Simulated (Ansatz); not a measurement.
**BH₃S (triplet): wave-function methods side by side at distance B1–H4 along a hydrogen transfer = 1.423 Å, cc-pVDZ**

One table from this session's results is given with a row withheld; the runs are named, their logs left out.

Method: cc-pVDZ, core rule «outside noble gas», up to 6 orbitals frozen; program: Ansatz 0.2.0, Gaussian basis.

The runs, in order: UHF; CCSD(T) on ROHF; CCSD(T) on UHF; BCCD(T) on ROHF; CISD; CCSDT(Q) on ROHF; CCSDT(Q) on UHF; CASSCF and MRCISD+Q, 4 electrons in 4 orbitals; CASSCF and NEVPT2, 4 electrons in 4 orbitals.

12 further runs of the same task are left out: 7 for a known fault of the program, 5 that didn't finish.

## The system

The geometry derives from fragments relaxed apart (PBE0/def2-TZVP) and kept rigid, so it is no stationary point. A hydrogen atom is moved between rigid fragments.

5 atoms, charge 0, spin multiplicity 3.

Atoms are counted from 1 here; the program's logs count them from 0.

Bond lengths: B1–H2 1.193 Å, B1–H3 1.193 Å, B1–H4 1.423 Å, H4–S5 1.553 Å. Angles: H2–B1–H3 120.0°, H2–B1–H4 120.0°, H3–B1–H4 120.0°, B1–H4–S5 180.0°.

Set-up of the first run:

in.yaml reads:

```yaml
crystal:
  periodic: [false, false, false]
  atoms:
    - {symbol: B, position_ang: [-2.084034, 0.000000, 0.000000]}
    - {symbol: H, position_ang: [-2.680768, 1.033571, 0.000000]}
    - {symbol: H, position_ang: [-2.680768, -1.033571, 0.000000]}
    - {symbol: H, position_ang: [-0.661034, 0.000000, 0.000000]}
    - {symbol: S, position_ang: [0.891966, 0.000000, 0.000000]}
basis:
  gaussian: {orbitals: cc-pVDZ}
magnetization: {spin_polarized: true, initial_magnetization: 2}
hamiltonian: {xc: hf}
output: {orbitals: {seedname: orbitals}}
```

The run is started by

```
> ansatz run in.yaml --threads 1 --pin off --events-out ev --progress --plain --max-ram 2393MiB
```

Among the steps run: UHF; CCSD(T) on ROHF; CCSD(T) on UHF; BCCD(T) on ROHF; CISD; CCSDT(Q) on ROHF; CCSDT(Q) on UHF; CASSCF and MRCISD+Q, 4 electrons in 4 orbitals; CASSCF and NEVPT2, 4 electrons in 4 orbitals.

One table of the session follows, with a row left open; its other results are not shown here.

| method | from UCCSDT(Q) (meV) |
| --- | --- |
| ROHF | +6776.2 |
| UHF | +6501.6 |
| RMP2 | +1234.6 |
| UMP2 | +1298.7 |
| CISD | +672.6 |
| RCCSD | +169.4 |
| UCCSD | +163.2 |
| RCCSD(T) | +34.3 |
| UCCSD(T) | ? |
| BCCD(T) | +34.9 |
| RCCSDT | +8.7 |
| UCCSDT | +8.0 |
| RCCSDT(Q) | +0.5 |
| UCCSDT(Q) | 0 |
| CASSCF pair | +6194.7 |
| NEVPT2 pair | +1232.0 |
| MRCISD pair | +588.2 |
| MRCISD+Q pair | +33.0 |

**Question.** Estimate the row for UCCSD(T).

As computed: from UCCSDT(Q) (meV): +35.1. In the column «from UCCSDT(Q) (meV)» it lies between BCCD(T) (+34.9) and UCCSD (+163.2).

Among the levels timed on like hardware and quicker than the yardstick, those that no quicker one beats, quickest first: NEVPT2 pair (1.9 s, +1232.0 meV); MRCISD+Q pair (2.2 s, +33.0 meV).

To keep in mind: Of the multireference levels listed MRCISD+Q pair comes nearest in total energy (+33.0 meV), which doesn't show that its space is the better one. Restricted and unrestricted rows rest on different reference determinants; where their highest levels disagree by more than a few hundredths of an eV, they describe different states and don't form one ladder.
